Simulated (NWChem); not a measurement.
**[BH4]− (borohydride): levels of theory compared**

Wanted: a comparison of 5 runs (HF/3-21G, B3LYP/6-31G*, r2SCAN/6-311+G**, SVWN5/def2-TZVP, r2SCAN/pcseg-2) of [BH4]− (borohydride). 

The calculation is run with NWChem 7.3.0.

## Step 1: The structure to begin with

[BH4]−: 5 atoms, total charge -1, spin state singlet. SMILES: `[BH4-]`. Geometry: relaxed at GFN2-xTB.

Bond lengths: B1–H2 1.228 Å, B1–H3 1.229 Å, B1–H4 1.229 Å, B1–H5 1.229 Å. Angles: H2–B1–H3 109.5°, H2–B1–H4 109.5°, H2–B1–H5 109.5°, H3–B1–H4 109.5°, H3–B1–H5 109.4°, H4–B1–H5 109.5°.

## Step 2: Energy and gradient at HF/3-21G (run 1)

The input, bh4.nw:

```
start bh4
title "BH4"
memory stack 880 mb heap 220 mb global 1100 mb
charge -1

geometry units angstrom noautosym nocenter noautoz
B      0.000100     0.000170    -0.000110
H      0.683660     0.997010     0.217690
H      0.726340    -0.988490    -0.067070
H     -0.600410     0.139700    -1.063360
H     -0.809690    -0.148380     0.912850
end

basis spherical bse
* library 3-21G
end

scf
thresh 1e-08
maxiter 80
end

task scf gradient
```

Run with:

```
nwchem bh4.nw > bh4.out
```

Output:

```text
[...]
  functions       =    17
[...]
  wavefunction    = RHF
[...]
         Total SCF energy =    -26.812722328268
      One-electron energy =    -57.682448216042
      Two-electron energy =     20.674388792851
 Nuclear repulsion energy =     10.195337094922
        Time for solution =      0.1s
[...]
                         RHF ENERGY GRADIENTS
    atom               coordinates                        gradient
                 x          y          z           x          y          z
   1 B       0.000189   0.000321  -0.000208    0.000306   0.000156  -0.000062
   2 H       1.291930   1.884076   0.411374   -0.002924  -0.004209  -0.000916
   3 H       1.372584  -1.867975  -0.126744   -0.003029   0.004049   0.000286
   4 H      -1.134610   0.263995  -2.009459    0.002444  -0.000548   0.004159
   5 H      -1.530092  -0.280398   1.725036    0.003203   0.000552  -0.003467
[...]
```

Wall time 0.6 s (1 thread of INTEL XEON PLATINUM 8581C at 2.30GHz (Emerald Rapids), shared host); peak memory 0.099 GiB.

## Step 3: Energy and gradient at B3LYP/6-31G(d) (spherical functions) (run 2)

The input, run.py:

```python
from ase import Atoms
from ase.calculators.nwchem import NWChem

mol = Atoms(['B', 'H', 'H', 'H', 'H'], positions=[
    [0.000100, 0.000170, -0.000110],
    [0.683660, 0.997010, 0.217690],
    [0.726340, -0.988490, -0.067070],
    [-0.600410, 0.139700, -1.063360],
    [-0.809690, -0.148380, 0.912850],
])

calc = NWChem(
    label='struct',
    theory='dft',
    memory='2200 mb',
    basis='6-31G*',
    basispar='spherical bse',
    charge=-1,
    dft={'xc': 'b3lyp', 'mult': '1', 'grid': 'xfine', 'convergence': 'energy 1e-08', 'iterations': '100', 'mulliken': None},
)
mol.calc = calc

forces = mol.get_forces()
print(f"energy = {mol.get_potential_energy():.6f} eV")
print("forces (eV/A):")
for s, f in zip(mol.symbols, forces):
    print(f"{s:2s} {f[0]:10.5f} {f[1]:10.5f} {f[2]:10.5f}")
print("dipole (e A):", mol.get_dipole_moment().round(4))
```

Run with:

```
export ASE_NWCHEM_COMMAND="nwchem PREFIX.nwi > PREFIX.nwo"
python run.py
```

Output:

```text
energy = -741.411228 eV
forces (eV/A):
B    -0.01548   -0.00761    0.00293
H     0.14799    0.21330    0.04643
H     0.15339   -0.20533   -0.01440
H    -0.12367    0.02787   -0.21150
H    -0.16224   -0.02818    0.17658
dipole (e A): [ 0.0005  0.0001 -0.    ]
```

The calculator wrote struct.nwi:

```
title "struct"

permanent_dir struct

scratch_dir struct

start struct

geometry units angstrom nocenter noautosym noautoz
  B  1.0000000000000000e-04 1.7000000000000001e-04 -1.1000000000000000e-04
  H  6.8366000000000005e-01 9.9700999999999995e-01 2.1768999999999999e-01
  H  7.2633999999999999e-01 -9.8848999999999998e-01 -6.7070000000000005e-02
  H  -6.0041000000000000e-01 1.3969999999999999e-01 -1.0633600000000001e+00
  H  -8.0969000000000002e-01 -1.4838000000000001e-01 9.1285000000000005e-01
end

charge -1

memory 2200 mb

basis spherical bse noprint
   * library 6-31G*
end

dft
  xc b3lyp
  mult 1
  grid xfine
  convergence energy 1e-08
  iterations 100
  mulliken
end

task dft gradient
```

struct.nwo:

```text
Northwest Computational Chemistry Package (NWChem) 7.3.0
             --------------------------------------------------------

           Job information
           ---------------

    nwchem branch   = 7.3.0
    use scalapack   = T
    input           = struct.nwi
    prefix          = struct.
    data base       = struct/struct.db
    status          = startup
    nproc           =        1

           Memory information
           ------------------

    heap     =     72089598 doubles =      550.0 Mbytes
    stack    =     72089595 doubles =      550.0 Mbytes
    global   =    144179200 doubles =     1100.0 Mbytes (distinct from heap & stack)
    total    =    288358393 doubles =     2200.0 Mbytes
    verify   = yes
    hardfail = no

[... 96 lines left out ...]
  convergence criterion.
[... 39 lines left out ...]
          Spatial weights used:  Erf1
[... 73 lines left out ...]
         Total DFT energy =      -27.246360320190
[... 3 lines left out ...]
 Nuclear repulsion energy =       10.195337094922
[... 227 lines left out ...]
          Convergence on gradient requested:  5.00D-04
[... 26 lines left out ...]
          total energy or number of iterations.
[... 28 lines left out ...]
    atom               coordinates                        gradient
                 x          y          z           x          y          z
   1 B       0.000189   0.000321  -0.000208    0.000301   0.000148  -0.000057
   2 H       1.291930   1.884076   0.411374   -0.002878  -0.004148  -0.000903
   3 H       1.372584  -1.867975  -0.126744   -0.002983   0.003993   0.000280
   4 H      -1.134610   0.263995  -2.009459    0.002405  -0.000542   0.004113
   5 H      -1.530092  -0.280398   1.725036    0.003155   0.000548  -0.003434

                 ----------------------------------------
                 |  Time  |  1-e(secs)   |  2-e(secs)   |
                 ----------------------------------------
                 |  CPU   |       0.00   |       0.02   |
                 ----------------------------------------
                 |  WALL  |       0.00   |       0.02   |
                 ----------------------------------------

 Task  times  cpu:        2.7s     wall:        2.7s
 Total times  cpu:        2.8s     wall:        2.8s
```

Run time: 3.9 s. Hardware: 1 thread of INTEL XEON PLATINUM 8581C at 2.30GHz (Emerald Rapids), shared host; peak memory 0.12 GiB.

## Step 4: Energy and gradient at r2SCAN/6-311+G(d,p) (run 3)

The input, mol.nw:

```
start mol
title "BH4"
memory stack 880 mb heap 220 mb global 1100 mb
charge -1

geometry units angstroms noautosym nocenter noautoz
   B      0.000100     0.000170    -0.000110
   H      0.683660     0.997010     0.217690
   H      0.726340    -0.988490    -0.067070
   H     -0.600410     0.139700    -1.063360
   H     -0.809690    -0.148380     0.912850
end

basis spherical bse
   * library 6-311+G**
end

dft
   xc r2scan
   grid xfine
   convergence energy 1e-08
   maxiter 100
   mulliken
   noprint "final vectors analysis"
end

task dft gradient
```

Run with:

```
nwchem mol.nw > mol.out
```

Output:

```text
[...]
          Wavefunction type:  closed shell.
          No. of atoms     :     5
          No. of electrons :    10
[...]
          Charge           :    -1
          Spin multiplicity:     1
[...]
          AO basis - number of functions:    46
[...]
              XC Information
              --------------
                      r^2SCAN Method XC Functional
               r^2SCAN metaGGA Exchange Functional  1.000
                     r^2SCAN Correlation Potential  1.000
[...]
 d= 0,ls=0.0,diis     1    -27.1717507105 -3.74D+01  1.56D-02  4.58D-01     1.1
[...]
 d= 0,ls=0.0,diis     7    -27.2348003186 -2.99D-11  1.43D-07  3.85D-11     6.8
         Total DFT energy =      -27.234800318637
      One electron energy =      -57.816085052698
           Coulomb energy =       26.072018247368
    Exchange-Corr. energy =       -5.686070608230
 Nuclear repulsion energy =       10.195337094922
[...]
      Total Density - Mulliken Population Analysis
     ---------------------------------------------
    Atom       Charge   Shell Charges
 -----------   ------   -------------------------------------------------------
    1 B    5     5.38   1.13  0.86  0.49  0.60  1.10  0.34  0.64  0.03  0.15  0.04
    2 H    1     1.15   0.26  0.54  0.34  0.01
    3 H    1     1.15   0.26  0.54  0.34  0.01
    4 H    1     1.15   0.26  0.54  0.34  0.01
    5 H    1     1.15   0.26  0.54  0.34  0.01
[...]
  wavefunction    = closed shell
                         DFT ENERGY GRADIENTS
    atom               coordinates                        gradient
                 x          y          z           x          y          z
   1 B       0.000189   0.000321  -0.000208    0.000289   0.000137  -0.000050
   2 H       1.291930   1.884076   0.411374   -0.002288  -0.003293  -0.000718
   3 H       1.372584  -1.867975  -0.126744   -0.002358   0.003153   0.000222
   4 H      -1.134610   0.263995  -2.009459    0.001891  -0.000423   0.003213
   5 H      -1.530092  -0.280398   1.725036    0.002466   0.000426  -0.002666
[...]
```

It took 9.6 s on 1 thread of INTEL XEON PLATINUM 8581C at 2.30GHz (Emerald Rapids), shared host; peak memory 0.12 GiB.

Run 4 isn't shown in full; the table further down has it.

## Step 5: Energy and forces at r2SCAN/pcseg-2 (run 5)

The input, bh4.nw:

```
start bh4
title "BH4"
memory stack 880 mb heap 220 mb global 1100 mb
charge -1

geometry units angstrom noautosym nocenter noautoz
  B     0.000100    0.000170   -0.000110
  H     0.683660    0.997010    0.217690
  H     0.726340   -0.988490   -0.067070
  H    -0.600410    0.139700   -1.063360
  H    -0.809690   -0.148380    0.912850
end

basis spherical bse
  * library pcseg-2
end

dft
  xc r2scan
  grid xfine
  convergence energy 1e-08
  maxiter 100
  mulliken
  noprint "final vectors analysis"
end

task dft gradient
```

Run with:

```
nwchem bh4.nw > bh4.out
```

Output:

```text
[...]
          Wavefunction type:  closed shell.
          No. of atoms     :     5
          No. of electrons :    10
[...]
          Charge           :    -1
          Spin multiplicity:     1
[...]
          AO basis - number of functions:    86
[...]
              XC Information
              --------------
                      r^2SCAN Method XC Functional
               r^2SCAN metaGGA Exchange Functional  1.000
                     r^2SCAN Correlation Potential  1.000
[...]
 d= 0,ls=0.0,diis     1    -27.1776892218 -3.74D+01  9.95D-03  3.18D-01     2.2
[...]
 d= 0,ls=0.0,diis     7    -27.2389774815 -1.79D-10  7.37D-08  3.28D-11    14.7
         Total DFT energy =      -27.238977481453
      One electron energy =      -57.828165640821
           Coulomb energy =       26.080376949183
    Exchange-Corr. energy =       -5.686525884737
 Nuclear repulsion energy =       10.195337094922
[...]
      Total Density - Mulliken Population Analysis
     ---------------------------------------------
    Atom       Charge   Shell Charges
 -----------   ------   -------------------------------------------------------
    1 B    5     5.17   2.00  0.45  0.21  0.27  1.11  0.85  0.25  0.01  0.02  0.00
    2 H    1     1.21   0.42  0.56  0.20  0.00  0.02  0.00
    3 H    1     1.21   0.42  0.56  0.20  0.00  0.02  0.00
    4 H    1     1.21   0.42  0.56  0.20  0.00  0.02  0.00
    5 H    1     1.21   0.42  0.56  0.20  0.00  0.02  0.00
[...]
  wavefunction    = closed shell
                         DFT ENERGY GRADIENTS
    atom               coordinates                        gradient
                 x          y          z           x          y          z
   1 B       0.000189   0.000321  -0.000208    0.000289   0.000138  -0.000051
   2 H       1.291930   1.884076   0.411374   -0.001907  -0.002736  -0.000596
   3 H       1.372584  -1.867975  -0.126744   -0.001952   0.002601   0.000185
   4 H      -1.134610   0.263995  -2.009459    0.001556  -0.000345   0.002620
   5 H      -1.530092  -0.280398   1.725036    0.002014   0.000342  -0.002157
[...]
```

It took 21 s on 1 thread of INTEL XEON PLATINUM 8581C at 2.30GHz (Emerald Rapids), shared host; peak memory 0.14 GiB.

## Step 6: The series

```csv
run,level,iteration cap,module,energy (Eh),largest force (eV/Å),wall time
1,HF/3-21G,80,scf,-26.812722,0.268,0.6 s
2,B3LYP/6-31G* (spherical functions),100,dft,-27.246360,0.264,3.9 s
3,r2SCAN/6-311+G**,100,dft,-27.234800,0.209,9.6 s
4,SVWN5/def2-TZVP,100,dft,-26.923993,0.241,4.2 s
5,r2SCAN/pcseg-2,100,dft,-27.238977,0.174,21 s
```

## Step 7: Outcome

```
                       quantity         value
            run 5: total energy  -27.23898 Eh
run 5: largest force on an atom    0.174 eV/Å
```

Totals of different functionals can't be ranked against each other. All runs together took 39 s, the longest 21 s.
